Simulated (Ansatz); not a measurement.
# What a trial cell of ZnAg2 relaxes into

These are results of Ansatz 0.2.0, DFT PBE, scalar-relativistic, plane waves, PAW, not measurements. Cutoff 420 eV, Γ-centred k mesh, Gaussian smearing, no spin polarisation in the final step.

ZnAg2 was placed on the cubic Laves (C15) structure type (Fd-3m, No. 227), with Zn in place of Mg, Ag in place of Cu, at a guessed volume.

```yaml
crystal:
  lattice:
    - [0.00000, 3.77123, 3.77123]
    - [3.77123, 0.00000, 3.77123]
    - [3.77123, 3.77123, 0.00000]
  atoms:
    - { symbol: Zn, position: [0.00000, 0.00000, 0.00000] }
    - { symbol: Zn, position: [0.25000, 0.25000, 0.25000] }
    - { symbol: Ag, position: [0.62500, 0.62500, 0.62500] }
    - { symbol: Ag, position: [0.12500, 0.62500, 0.62500] }
    - { symbol: Ag, position: [0.62500, 0.62500, 0.12500] }
    - { symbol: Ag, position: [0.62500, 0.12500, 0.62500] }
```

Cell and atoms relax at zero pressure; the relaxation can't lower the symmetry of the start. After a coarse first stage the cell is made exact in the group found at 0.06 Å.

Formation energies are uncorrected and refer to the elements' standard structures at the same level.

Question: Describe the relaxed structure.

Answer: It keeps Fd-3m (No. 227). The result has the cubic Laves (C15) structure. Conventional cell: a = 7.737 Å. Zn has 12 Ag at 3.21 Å and 4 Zn at 3.35 Å; Ag is coordinated by 6 Ag at 2.74 Å and 6 Zn at 3.21 Å.

```
Zn Ag
1.0
     0.00000    3.86830    3.86830
     3.86830    0.00000    3.86830
     3.86830    3.86830    0.00000
Zn Ag
2 4
Direct
  0.00000 0.00000 0.00000
  0.25000 0.25000 0.25000
  0.62500 0.62500 0.62500
  0.12500 0.62500 0.62500
  0.62500 0.62500 0.12500
  0.62500 0.12500 0.62500
```

Question: What are its volume, energy, density and gap?

Answer: The volume per atom is 19.29 Å³ and the density is 8.06 g/cm³. The energy over the elements is 0.19 eV/atom and the gap on the 8×8×8 mesh is 0 eV (a metal).

The final run used a 8×8×8 mesh on its 6-atom cell and 0.10 eV smearing. The k mesh leaves about 4 meV/atom of noise in metals. A structure relaxed within its symmetry needn't be a true minimum.

Cost: 3 runs of about 1.1 core-minutes in all, on Arm Neoverse V2 (shared hosts).